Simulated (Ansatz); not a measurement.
Energy needed to pull apart CH5NSi (SMILES N=C[SiH3]), singlet, into free ground-state atoms, from the structure below (at a frame of a short PBE0-D4/def2-SVP trajectory); no zero-point or spin–orbit terms; open-shell atoms are treated unrestricted, in their ground-state multiplicity.

```
8
angstrom
N -1.4014 -0.0874 -0.9888
C -0.3439 0.5041 -0.5155
Si 0.7066 -0.4468 0.7725
H -1.8921 0.5831 -1.5638
H -0.0956 1.5620 -0.6690
H 1.2058 0.3941 1.9094
H 2.0694 -0.7463 0.1754
H -0.1521 -1.6748 1.0108
```

Computed with Ansatz 0.2.0 (basis: def2-TZVPP); correlated methods freeze the cores.

```json
{"method": "PBE-D4", "atomization energy (kcal/mol)": "650.8"}
{"method": "r2SCAN-D4", "atomization energy (kcal/mol)": "637.3"}
{"method": "PBE0-D4", "atomization energy (kcal/mol)": "637.0"}
{"method": "wB97M-V", "atomization energy (kcal/mol)": "642.2"}
{"method": "HF", "atomization energy (kcal/mol)": "?"}
{"method": "MP2", "atomization energy (kcal/mol)": "?"}
{"method": "CCSD", "atomization energy (kcal/mol)": "612.2"}
{"method": "CCSD(T)", "atomization energy (kcal/mol)": "622.3"}
```

Problem. What does HF give? (An estimate is asked for; the value comes from the calculation.)

Solution. The calculation gives: 449.9 kcal/mol, which is about 172.4 kcal/mol less than CCSD(T)/def2-TZVPP.

Problem. What does MP2 give? (Judge from chemistry; the value comes from the calculation.)

Solution. By the calculation: 624.1 kcal/mol, which is about 1.8 kcal/mol more than CCSD(T)/def2-TZVPP.

In triple zeta the MP2 and coupled-cluster atomization energies are still short of their basis limit by a few kcal/mol a bond, whereas those of the functionals are nearly converged, so these differences are not deviations from converged CCSD(T).

No T1 diagnostic of these runs exceeds 0.014. The restricted Hartree–Fock reference is unstable towards an unrestricted one here.

For scale, one of the runs: CCSD(T)/def2-TZVPP forces, 174 basis functions, launched by `ansatz run in.yaml --threads 2 --pin off --events-out ev --progress --plain --max-ram 3481MiB`. Hardware: 2 CPU threads of an Intel Xeon, shared host. Wall time 4.7 min; peak host memory 2.8 GiB.
